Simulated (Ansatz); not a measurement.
A CCSD(T) single point on CH₂NOP, SMILES `O=C=NP`.

```yaml
crystal:
  periodic: [false, false, false]
  atoms:
    - {symbol: O, position_ang: [1.232669, -2.073979, 1.254807]}
    - {symbol: C, position_ang: [0.766618, -1.160338, 0.703122]}
    - {symbol: N, position_ang: [0.376902, -0.185941, 0.124449]}
    - {symbol: P, position_ang: [-1.036554, 0.580446, -0.432358]}
    - {symbol: H, position_ang: [-0.568142, 0.890842, -1.738134]}
    - {symbol: H, position_ang: [-0.729492, 1.884870, 0.042013]}
basis:
  gaussian: {orbitals: def2-SVP}
correlation: {method: ccsd_t}
```

```sh
$ ansatz run in.yaml --threads 2 --pin off --events-out ev --progress --plain
```

The program prints (abridged):

```
Functional definition: HF
680 factors; integrals over basis functions are off by at most 8.7e-4 eV
mean field evaluation 1: about -13844.1613 eV, gradient 3.2e1 eV
mean field evaluation 2: about -13844.2436 eV, gradient 3.2e1 eV
mean field evaluation 4: about -13846.4437 eV, gradient 3.5e0 eV
mean field evaluation 8: about -13846.4865 eV, gradient 1.0e-1 eV
mean field -13846.48662018 eV, -508.8489978060 hartree, gradient 1.4e-6 eV, S^2 0.000000; 0 other end points of the search recorded, 0 dependent functions left out
8 core orbitals not correlated: weight in the atoms' cores, before any rotation towards them, 1.000 or more for the frozen orbitals, at most 0.000 for the correlated occupied ones
reference -13846.48662018 eV, -508.8489978060 hartree; 11, 11 occupied and 51, 51 virtual orbitals, 680 factors
second order -15.67522406 eV of doubles, -0.00000000 eV of singles
cycle   1  -15.54673135 eV  change    1.3e-1 eV  update   1.3e-1
cycle   2  -16.09621573 eV  change   -5.5e-1 eV  update   4.1e-2
cycle   3  -16.24153700 eV  change   -1.5e-1 eV  update   1.9e-2
cycle   4  -16.23353608 eV  change    8.0e-3 eV  update   4.0e-3
cycle   5  -16.23179197 eV  change    1.7e-3 eV  update   1.6e-3
cycle   6  -16.23253735 eV  change   -7.5e-4 eV  update   5.5e-4
cycle   7  -16.23225894 eV  change    2.8e-4 eV  update   1.8e-4
cycle   8  -16.23222088 eV  change    3.8e-5 eV  update   6.0e-5
cycle   9  -16.23224014 eV  change   -1.9e-5 eV  update   2.2e-5
perturbative correction -0.62648316 eV, -0.0230228316 hartree
Total energy: -13863.34534348 eV, -509.4685444601 hartree
```

Run time 1.4 s (2 threads of a server CPU on a shared host); peak host memory 0.19 GiB.

MP2 recovers 93.0 % of the CCSD(T) correlation energy and the triples give 3.7 %; T1 = 0.0172.
